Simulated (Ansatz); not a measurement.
# CH4Al− (SMILES [CH2-][AlH2]): one structure at several levels

Aim: energy, forces and dipole at a structure displaced at random from a GFN2-xTB minimum, from CCSD(T) and from density functionals.

The runs use Ansatz 0.2.0, Gaussian basis; single points in def2-TZVPPD.

Cores are frozen in the correlated methods.

## 1. The starting structure

SMILES `[CH2-][AlH2]`, 6 atoms, charge -1, spin multiplicity 1.

Atoms are counted from 1 here; the program's logs count them from 0.

Bond lengths: C1–Al2 1.955 Å, C1–H3 1.056 Å, C1–H4 1.228 Å, Al2–H5 1.642 Å, Al2–H6 1.625 Å. Angles: Al2–C1–H3 110.3°, Al2–C1–H4 105.3°, H3–C1–H4 104.2°, C1–Al2–H5 131.8°, C1–Al2–H6 133.7°, H5–Al2–H6 94.4°.

Geometry (Å):

```
C    -0.2418   -1.2065    0.3172
Al    0.0435    0.7140    0.0879
H    -0.8756   -1.5756   -0.4427
H     0.8454   -1.7261    0.0827
H     0.6155    1.5922   -1.1766
H    -0.0927    1.9958    1.0778
```

## 2. CCSD(T)/def2-TZVPPD

The input, run/in.yaml:

```yaml
crystal:
  periodic: [false, false, false]
  atoms:
    - {symbol: C, position_ang: [-0.241800, -1.206500, 0.317200]}
    - {symbol: Al, position_ang: [0.043500, 0.714000, 0.087900]}
    - {symbol: H, position_ang: [-0.875600, -1.575600, -0.442700]}
    - {symbol: H, position_ang: [0.845400, -1.726100, 0.082700]}
    - {symbol: H, position_ang: [0.615500, 1.592200, -1.176600]}
    - {symbol: H, position_ang: [-0.092700, 1.995800, 1.077800]}
basis:
  gaussian: {orbitals: "def2-TZVPPD.json"}
total_charge: -1
correlation: {method: ccsd_t}
output: {forces: true}
```

The basis file named in the input lies beside it (Basis Set Exchange, JSON).

The command line of these runs was not kept.

## 3. PBE0-D4/def2-TZVPPD

Edit run/in.yaml of step 2 so:

```diff
@@ -12,3 +12,3 @@
 total_charge: -1
-correlation: {method: ccsd_t}
-output: {forces: true}
+hamiltonian: {xc: pbe0, dispersion: d4}
+output: {forces: true, orbitals: {seedname: orbitals}}
```

## 4. wB97M-V/def2-TZVPPD

Edit run/in.yaml of step 3 so:

```diff
@@ -12,3 +12,3 @@
 total_charge: -1
-hamiltonian: {xc: pbe0, dispersion: d4}
-output: {forces: true, orbitals: {seedname: orbitals}}
+hamiltonian: {xc: {name: wB97M-V}}
+output: {forces: true}
```

## 5. r2SCAN-D4/def2-TZVPPD

Edit run/in.yaml of step 4 so:

```diff
@@ -12,3 +12,3 @@
 total_charge: -1
-hamiltonian: {xc: {name: wB97M-V}}
+hamiltonian: {xc: r2scan, dispersion: d4}
 output: {forces: true}
```

## 6. PBE-D4/def2-TZVPPD

Edit run/in.yaml of step 5 so:

```diff
@@ -12,3 +12,3 @@
 total_charge: -1
-hamiltonian: {xc: r2scan, dispersion: d4}
+hamiltonian: {xc: pbe, dispersion: d4}
 output: {forces: true}
```

## 7. BHLYP-D4/def2-TZVPPD

Edit run/in.yaml of step 6 so:

```diff
@@ -12,3 +12,3 @@
 total_charge: -1
-hamiltonian: {xc: pbe, dispersion: d4}
+hamiltonian: {xc: {name: BHLYP}, dispersion: d4}
 output: {forces: true}
```

## 8. CAM-B3LYP-D4/def2-TZVPPD

Edit run/in.yaml of step 7 so:

```diff
@@ -12,3 +12,3 @@
 total_charge: -1
-hamiltonian: {xc: {name: BHLYP}, dispersion: d4}
+hamiltonian: {xc: {name: CAM-B3LYP}, dispersion: d4}
 output: {forces: true}
```

(Steps that only read results are left out.)

**Question.** What will these runs give? Wanted: RMS force component; RMS force error; HOMO and LUMO, PBE0-D4; T1 diagnostic.

The runs gave:

| quantity | value |
| --- | --- |
| RMS force component | 1.061 to 1.098 eV/Å over the methods |
| RMS force error | PBE0-D4 0.086, wB97M-V 0.090, r2SCAN-D4 0.080, PBE-D4 0.121, BHLYP-D4 0.158, CAM-B3LYP-D4 0.123 eV/Å |
| HOMO and LUMO, PBE0-D4 | 0.56 and 3.35 eV |
| T1 diagnostic | 0.014 |

The forces of r2SCAN-D4 come nearest to CCSD(T), those of BHLYP-D4 are farthest. Frozen-core CCSD(T) forces in triple zeta carry basis errors of their own, and this is one geometry, so small gaps rank nothing.
